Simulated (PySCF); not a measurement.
An unknown gives this computed stick spectrum. Theory: TDDFT wB97X-D/def2-SVPD, vertical, gas phase, core orbitals frozen in the response in PySCF 2.14.0, density-fitted response routines. Geometries: GFN2-xTB, one conformer each.

| state | λ (nm) | f |
| --- | --- | --- |
| S1 | 223.8 | 0.0029 |
| S2 | 218.8 | 0.365 |
| S3 | 194.8 | 0.0014 |
| S4 | 188.5 | 0.0009 |
| S5 | 171.5 | 0.0045 |
| S6 | 164.7 | 0.239 |
| S7 | 162.6 | 0.059 |
| S8 | 161.3 | 0.029 |

Triplets computed (Tamm–Dancoff): 3.55, 5.26, 5.74 eV.

Orbital energies (eV): HOMO-3 -11.60, HOMO-2 -10.30, HOMO-1 -10.00, HOMO -8.94, LUMO 0.69, LUMO+1 2.28, LUMO+2 2.50.

Problem. Which candidate is it? All have the formula C5H6O.
A. `C=CC(=C)C=O`
B. `C1C(C=CO1)=C`
C. `C#C/C=C/CO`

Solution. C. Its S1, at 5.54 eV, is the highest among the candidates; the nearest of the others has S1 at 5.06 eV. S1 is HOMO-1→LUMO (83%), HOMO-2→LUMO (10%). Löwdin shares by element: HOMO carbon 86% or more; LUMO carbon 78% or more (atoms not listed hold the other 22%). At the same level the other candidates give, for their lowest levels:
- `C=C1C=COC1`: 245 nm (f 0.361); 205 nm (f 0.001); 187 nm (f 0.024); 179 nm (f 0.010); 177 nm (f 0.000); T1 3.04 eV; HOMO -7.69, LUMO 1.18 eV
- `C=CC(=C)C=O`: 338 nm (f 0.000); 251 nm (f 0.151); 202 nm (f 0.001); 197 nm (f 0.441); 179 nm (f 0.118); T1 2.94 eV; HOMO -9.11, LUMO -0.37 eV

Shape of the structure used: `[CH:1]#[C:2]/[CH:3]=[CH:4]/[CH2:5][OH:6]`: C3–C4–C5–O6 -127°, H–O6–C5–C4 -53°.
